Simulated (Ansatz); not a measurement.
# Which is lower?

Two relaxed structures of LiSiNH5 (charge +1), singlet (PBE0-D4/def2-TZVP; forces vanish, vibrations not checked).

A:

| atom | x (Å) | y (Å) | z (Å) |
| --- | --- | --- | --- |
| Li1 | -2.7898 | 1.3141 | -0.0845 |
| Si2 | -0.4379 | 0.5366 | -0.6286 |
| N3 | 0.5386 | -0.5873 | 0.6378 |
| H4 | -0.1909 | -0.3797 | -1.7849 |
| H5 | 0.6759 | 1.5262 | -0.7618 |
| H6 | 0.6765 | -0.1295 | 1.5363 |
| H7 | 1.4617 | -0.8096 | 0.2688 |
| H8 | 0.0659 | -1.4708 | 0.8169 |

B:

Li1  (-2.099, 0.975, -0.038)
Si2  (0.567, -0.595, 0.627)
N3  (-0.297, 0.443, -0.574)
H4  (-0.341, -0.040, -1.471)
H5  (0.258, 1.277, -0.764)
H6  (0.605, 0.221, 1.862)
H7  (1.916, -0.949, 0.143)
H8  (-0.305, -1.779, 0.788)
(Å)

Ansatz 0.2.0; basis: def2-TZVPP; cores frozen in the correlated methods. The outer core shell of Li, Na, Mg and K is correlated. B3LYP uses VWN-RPA correlation.

Problem. Which structure is lower at CCSD(T), and by how much? (Judge from chemistry; the value comes from the calculation.)

Solution. By the calculation: B, by 1.037 eV (electronic energy, against the other). By their contacts, A is LiSiNH₅ ([Li][SiH2][NH3]), total charge +1 and B is LiSiNH₅ ([Li][NH2][SiH3]), total charge +1.

All methods give the same order:

```
   method  E(B) − E(A) (eV)
   PBE-D4            -0.887
r2SCAN-D4            -1.040
  PBE0-D4            -0.938
 B3LYP-D4            -1.039
  wB97M-V            -1.031
       HF            -1.131
      MP2            -1.144
     CCSD            -1.049
  CCSD(T)            -1.037
```

T1 diagnostic: at most 0.010.

Labels in which every atom is bracketed show which atoms are joined, not bond orders.

For scale, one of the runs: CCSD(T)/def2-TZVPP, 162 basis functions, launched by `ansatz run in.yaml --threads 2 --pin off --events-out ev --progress --plain --max-ram 4352MiB`. Time: 15 s of wall clock on 2 CPU threads of an Arm Neoverse V1; the host was shared. Peak host memory: 1.2 GiB.
